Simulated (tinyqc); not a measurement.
RKS/LDA (VWN5) in the sto-3g basis, for H2F+, spin multiplicity 1, step by step. One step of it, computed by the program tinyqc.

Task: Iteration 1: diagonalisation and new density. Diagonalise F' = X^T F X, C = X C', fill 5 alpha and 5 beta electrons from the bottom; D = 2 C_occ C_occ^T. Each column has its largest component positive (the first on a tie).

Kohn-Sham matrix F (hartree), order 1F 1s, 1F 2s, 1F 2px, 1F 2py, 1F 2pz, 2H 1s, 3H 1s:
```
[[-25.808962, -6.609766, -0.007200, -0.022335, -0.007542, -1.088715, -1.087157],
 [-6.609766, -3.789014, -0.045325, -0.091076, -0.059975, -1.106501, -1.103852],
 [-0.007200, -0.045325, -1.442840, -0.022481, 0.023542, -0.013257, -0.006240],
 [-0.022335, -0.091076, -0.022481, -1.512332, 0.042746, -0.456703, 0.435759],
 [-0.007542, -0.059975, 0.023542, 0.042746, -1.497371, -0.315757, -0.336143],
 [-1.088715, -1.106501, -0.013257, -0.456703, -0.315757, -0.731743, -0.359726],
 [-1.087157, -1.103852, -0.006240, 0.435759, -0.336143, -0.359726, -0.877480]]
```

X, order 1F 1s, 1F 2s, 1F 2px, 1F 2py, 1F 2pz, 2H 1s, 3H 1s:
```
[[-0.371369, 0.000000, 0.718357, 0.000000, -0.616426, 0.000000, 0.183093],
 [1.046603, 0.000000, -0.240553, 0.000000, -0.281440, 0.000000, 0.452414],
 [0.000000, 0.000000, 0.000000, 1.000000, 0.000000, 0.000000, 0.000000],
 [0.000000, 0.837707, 0.000000, 0.000000, 0.000000, 0.703836, 0.000000],
 [0.411423, 0.000000, 0.681491, 0.000000, 0.639531, 0.000000, 0.183766],
 [-0.622314, -0.777080, -0.191349, 0.000000, 0.158669, 0.379375, 0.386549],
 [-0.622314, 0.777080, -0.191349, 0.000000, 0.158669, -0.379375, 0.386549]]
```

Give: F' = X^T F X; orbital energies; coefficients C; D after iteration 1.

Result:

F' = X^T F X (hartree):
```
[[-1.569, 0.018, 2.803, -0.023, -2.656, -0.072, 0.488],
 [0.018, -0.437, 0.044, -0.013, 0.024, -0.425, -0.084],
 [2.803, 0.044, -11.457, 0.026, 10.437, 0.022, -5.152],
 [-0.023, -0.013, 0.026, -1.443, 0.029, -0.018, -0.025],
 [-2.656, 0.024, 10.437, 0.029, -12.553, 0.059, 5.603],
 [-0.072, -0.425, 0.022, -0.018, 0.059, -1.354, -0.010],
 [0.488, -0.084, -5.152, -0.025, 5.603, -0.010, -4.318]]
```

orbital energies (hartree): [-25.820, -2.239, -1.562, -1.456, -1.429, -0.404, -0.221]

coefficients C, order 1F 1s, 1F 2s, 1F 2px, 1F 2py, 1F 2pz, 2H 1s, 3H 1s:
```
[[0.994, -0.264, 0.009, 0.028, 0.024, 0.079, 0.041],
 [0.025, 1.026, -0.024, -0.116, -0.101, -0.526, -0.289],
 [0.000, 0.057, 0.243, -0.348, 0.903, 0.000, 0.005],
 [0.001, 0.121, 0.690, 0.652, 0.060, 0.291, -0.439],
 [0.002, 0.074, -0.634, 0.630, 0.410, -0.276, -0.168],
 [-0.005, -0.020, 0.014, 0.065, 0.017, 0.222, 1.137],
 [-0.004, 0.001, -0.089, -0.042, 0.009, 1.104, -0.343]]
```

D after iteration 1, order 1F 1s, 1F 2s, 1F 2px, 1F 2py, 1F 2pz, 2H 1s, 3H 1s:
```
[[2.119, -0.504, 0.000, -0.010, 0.010, 0.005, -0.013],
 [-0.504, 2.153, 0.003, 0.053, -0.048, -0.061, 0.014],
 [0.000, 0.003, 2.000, 0.004, 0.002, -0.011, 0.002],
 [-0.010, 0.053, 0.004, 1.840, 0.014, 0.101, -0.176],
 [0.010, -0.048, 0.002, 0.014, 1.944, 0.075, 0.067],
 [0.005, -0.061, -0.011, 0.101, 0.075, 0.010, -0.008],
 [-0.013, 0.014, 0.002, -0.176, 0.067, -0.008, 0.020]]
```
